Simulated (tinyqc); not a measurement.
Inside a calculation. Method: extended Hueckel theory, for NH3-. The parameters take no account of the charge, which enters only through the electron count, and nothing here shows that the anion is bound. One step of it, computed by the program tinyqc.

Problem. Mulliken analysis. P = C n C^T; charge = valence electrons (H 1, N 5) minus the sum of (P S)_ii on the atom; overlap population = 2 sum P_ij S_ij between two atoms.

coefficients:
```
              MO1        MO2        MO3        MO4        MO5        MO6        MO7
1N 2s    0.673395   0.000000  -0.000011   0.171989   0.000000  -0.000094   1.335596
1N 2px  -0.000003   0.000000   0.641187   0.000008   0.000000   1.039478   0.000145
1N 2py   0.000000   0.641171   0.000000   0.000000   1.039483   0.000000   0.000000
1N 2pz   0.020004   0.000000  -0.000007   0.968038   0.000000   0.000028  -0.446111
2H 1s    0.195330   0.000000   0.440001  -0.051436   0.000000  -1.021848  -0.731006
3H 1s    0.195317   0.381063  -0.220010  -0.051441  -0.884972   0.511022  -0.730796
4H 1s    0.195317  -0.381063  -0.220010  -0.051441   0.884972   0.511022  -0.730796
```

occupations: 2.000000  2.000000  2.000000  2.000000  1.000000  0.000000  0.000000

overlap S:
```
           1N 2s     1N 2px     1N 2py     1N 2pz      2H 1s      3H 1s      4H 1s
1N 2s   1.000000   0.000000   0.000000   0.000000   0.494813   0.494782   0.494782
1N 2px  0.000000   1.000000   0.000000   0.000000   0.420143  -0.210053  -0.210053
1N 2py  0.000000   0.000000   1.000000   0.000000   0.000000   0.363850  -0.363850
1N 2pz  0.000000   0.000000   0.000000   1.000000  -0.162431  -0.162417  -0.162417
2H 1s   0.494813   0.420143   0.000000  -0.162431   1.000000   0.196685   0.196685
3H 1s   0.494782  -0.210053   0.363850  -0.162417   0.196685   1.000000   0.196656
4H 1s   0.494782  -0.210053  -0.363850  -0.162417   0.196685   0.196656   1.000000
```

Give: charges; Overlap populations.

Solution.

charges: 1N -1.0167, 2H 0.2019, 3H -0.0926, 4H -0.0926

Overlap populations:

| pair | value |
|---|---|
| 2-1 | 0.746762 |
| 3-1 | 0.077313 |
| 3-2 | -0.044063 |
| 4-1 | 0.077313 |
| 4-2 | -0.044063 |
| 4-3 | -0.352092 |
